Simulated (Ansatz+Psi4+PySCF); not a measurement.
The numbers below are computed, except where a source is named.
## Psi4 1.11 run

```
molecule {
0 1
F 0.000000 0.000000 -1.301750
Cl 0.000000 0.000000 0.689160
}

basis {
assign Cl cc-pV(T+d)Z
assign F cc-pVTZ
}
set reference rhf
set scf_type pk
energy('scf')
```

The input is written out from the run's settings.

Results

* Converged: yes
* Total energy: -558.84289 hartree
* Spin squared of the determinant: 0.000
* Occupied orbitals by symmetry in an Abelian subgroup (alpha; beta): 7 A1 3 B1 3 B2; 7 A1 3 B1 3 B2

Caution: stretched shape with no unrestricted run beside it, a lower state can exist; unrestricted orbitals would lower the determinant.
